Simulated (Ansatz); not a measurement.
## A ladder of methods for SiH2 (SMILES [SiH2])

The species is SiH2 (3 atoms), meant as a singlet with charge 0. SMILES: `[SiH2]`. The coordinates come from a PBE0-D4/def2-TZVP relaxation.

```xyz
3

Si   -0.4912    0.4686   -0.2136
H     0.8403    0.5786    0.5225
H    -0.3491   -1.0472   -0.3089
```

Quantity: the energy change with the Si1–H2 bond stretched from 1.525 to 3.814 Å, in eV. The values are calculated.

```tsv
level	kind	program	value (eV)	less FCI/cc-pVDZ	CPU time (all runs)
HF/cc-pVDZ (restricted)	Hartree–Fock	Ansatz	5.37	+2.22	0.39 s
SVWN5/cc-pVDZ (restricted)	LDA	Ansatz	3.95	+0.80	1.1 s
r2SCAN/cc-pVDZ (restricted)	meta-GGA	Ansatz	4.18	+1.03	4.1 s
PBE0/cc-pVDZ (restricted)	global hybrid	Ansatz	4.42	+1.27	1.8 s
HSE06/cc-pVDZ (restricted)	range-separated hybrid	Ansatz	4.38	+1.23	2.3 s
B2PLYP/cc-pVDZ (restricted)	double hybrid	Ansatz	4.17	+1.02	2.7 s
CCSDT/cc-pVDZ (restricted)	coupled cluster or CI	Ansatz	3.15	0.00	1.9 s
FCI/3-21G	exact in the basis	Ansatz	2.66	-0.49	1.3 s
FCI/cc-pVDZ	exact in the basis	Ansatz	3.15	0.00	11 s
```

FCI/cc-pVDZ is exact within its basis and frozen core, so for wave-function methods in that basis the difference is their error; functionals converge differently with the basis, so for them it is only a difference. A spin-restricted reference rises too steeply as a bond breaks; here HF/cc-pVDZ, SVWN5/cc-pVDZ, r2SCAN/cc-pVDZ, PBE0/cc-pVDZ, HSE06/cc-pVDZ, B2PLYP/cc-pVDZ, CCSDT/cc-pVDZ lie well above the multireference or unrestricted value. The first shape isn't each level's own minimum. The values span 2.66 to 5.37 eV. High-level rows in very small sets aren't better than simpler rows in larger ones. CPU times are rough (shared hosts, several kinds of processor): they show what a rung costs within a factor of a few.
